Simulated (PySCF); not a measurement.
**How the method moves the HOMO and LUMO of `[SiH3][SiH3]`**

Species: Si2H6.
Geometry (PBE0-D3(BJ)/def2-SVP, Å), atoms numbered from 1 in this order:
```xyz
8
Si2H6 angstrom
Si    -1.1461    0.1071   -0.0479
Si     1.1859   -0.1193    0.0139
H     -1.7243   -0.8339   -1.0563
H     -1.5283    1.5036   -0.4210
H     -1.7280   -0.2089    1.2937
H      1.5512   -1.5222    0.3843
H      1.7721    0.8133    1.0254
H      1.7739    0.1934   -1.3250
```

Basis pcSseg-2 throughout (PySCF), one geometry. Geometry: PBE0-D3(BJ)/def2-SVP; no solvent, vibrations or thermal averaging.

**Question.** How do the orbital energies and the gap change with the method?

**Answer.** 
```tsv
method	kind	HOMO (eV)	LUMO (eV)	gap (eV)	SCF cycles
BLYP	GGA	-7.15	-0.41	6.73	11
B97-D	GGA	-7.26	-0.45	6.81	10
PBE	GGA	-7.29	-0.57	6.71	10
OPBE	GGA	-7.29	-0.50	6.80	11
KT2	GGA	-7.34	-0.60	6.74	11
LDA	LDA	-7.34	-0.69	6.65	10
KT3	GGA	-7.37	-0.57	6.80	11
BP86	GGA	-7.38	-0.62	6.76	10
B97-2	global hybrid	-8.18	0.25	8.43	10
B3LYP	global hybrid	-8.20	0.09	8.28	10
PBE0	global hybrid	-8.40	0.27	8.67	9
mPW1PW91	global hybrid	-8.43	0.26	8.69	10
BHandHLYP	global hybrid	-9.41	1.01	10.42	9
CAM-B3LYP	range-separated hybrid	-9.68	1.13	10.81	9
wB97X-D	range-separated hybrid	-10.22	1.94	12.16	10
LC-wPBE	range-separated hybrid	-11.02	2.20	13.22	11
HF	Hartree–Fock	-11.04	2.79	13.82	8
```

The HOMO spans 3.89 eV, from BLYP down to HF, and the gap runs from 6.65 eV (LDA) to 13.82 eV (HF). Over the methods BLYP (0 %), B97-D (0 %), PBE (0 %), OPBE (0 %), KT2 (0 %), LDA (0 %), KT3 (0 %), BP86 (0 %), B97-2 (21 %), B3LYP (20 %), PBE0 (25 %), mPW1PW91 (25 %), BHandHLYP (50 %), HF (100 %), a straight line through the gap against the share of exact exchange rises by 0.71 eV for each 10 % (correlation coefficient 0.999). The dipole is below 0.03 D at every level.
